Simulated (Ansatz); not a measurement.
(1) Predict a relaxed structure of Mg₂Al, charge 0, doublet, at r2SCAN-D4/def2-TZVP (Ansatz).

Results:

(1) 
Cartesian coordinates in Å:
```
Al -0.5979 1.3595 0.2264
Mg -1.1032 -1.3166 0.0083
Mg 1.7011 -0.0429 -0.2347
```
Point group C2v (tolerance 0.1 Å). This is one stationary point.

The structure comes from a short search, and lower isomers may exist.
